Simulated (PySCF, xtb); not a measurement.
ammonia cation (H3N), SMILES N (connectivity only; charge and spin as stated), charge +1, multiplicity 2.

Harmonic wavenumbers (cm⁻¹) from xtb with GFN2-xTB at its own minimum, in rising order: 750, 1199, 1199, 3186, 3235, 3235.

Task: What does r2SCAN-D4/def2-TZVPD run with PySCF give at its own minimum? (An estimate is asked for; the answer gives what the named calculation found.)

Result: 891, 1527, 1527, 3350, 3527, 3527. Paired by order, the mean absolute difference is 258 cm⁻¹ and the zero-point energies are 18.3 and 20.5 kcal/mol.
